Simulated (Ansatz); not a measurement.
# LiN (triplet): the correlation ladder, def2-TZVPP

The task here is to estimate one member of a computed series from the others.

The runs use Ansatz 0.2.0, Gaussian basis; def2-TZVPP, core rule «outside noble gas», up to 2 orbitals frozen.

The runs, in order: UHF; ROHF; CCSD(T) on UHF.

2 further runs of the same task are left out: 2 set aside as unsound or not needed.

## What is computed

The geometry is a PBE0/def2-TZVP stationary point (not a proven minimum) of the parent state, kept for this charge and spin.

2 atoms, charge 0, spin multiplicity 3.

Atoms are counted from 1 here; the program's logs count them from 0.

Bond lengths: N1–Li2 1.830 Å.

The first run:

File in.yaml:

```yaml
crystal:
  periodic: [false, false, false]
  atoms:
    - {symbol: N, position_ang: [0.000000, 0.000000, 0.000000]}
    - {symbol: Li, position_ang: [0.000000, 0.000000, 1.829700]}
basis:
  gaussian: {orbitals: def2-TZVPP}
magnetization: {spin_polarized: true, initial_magnetization: 2}
hamiltonian: {xc: hf}
output: {orbitals: {seedname: orbitals}}
```

Command:

```sh
ansatz run in.yaml --threads 1 --pin off --events-out ev --progress --plain --max-ram 4096MiB --backend cpu
```

Among the steps run: UHF; ROHF; CCSD(T) on UHF.

One of the session's tables, all rows but one given; the rest of the session is left out.

It belongs to the step «Misses and costs». 

| method | from UCCSD(T) (kcal/mol) |
| --- | --- |
| ROHF | +105.41 |
| UHF | +101.96 |
| UMP2 | +13.58 |
| UCCSD | ? |
| UCCSD(T) | 0 |

Q: Estimate the row for UCCSD from the others.

The run gave: from UCCSD(T) (kcal/mol): +2.95. In the column «from UCCSD(T) (kcal/mol)» it lies between UCCSD(T) (0) and UMP2 (+13.58).
